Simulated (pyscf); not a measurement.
Thermochemistry of product channels of H₂S + germylene (GeH₂) [singlet] on the singlet surface, in kcal/mol, from ωB97M-D3(BJ)/def2-TZVP energies (ideal gas, 1 atm, RRHO with modes under 100 cm⁻¹ raised to 100, one conformer, R ln 2 for rigid chiral ones). Optimised with ωB97X-D3(BJ)/def2-SVP in PySCF.

```csv
products,ΔE,ΔH(298 K),ΔG(298 K),ΔG(600 K)
HS–GeH₃,-47.5,-44.9,-34.9,-24.8
HS–GeH: [singlet] + hydrogen (H₂),-23.3,-23.3,-21.4,-19.8
S=GeH₂ + hydrogen (H₂),-14.1,-14.4,-11.8,-9.5
```

These are energies of the channels, which say nothing of barriers. Elements up to Kr have no core potential and no relativistic terms here.
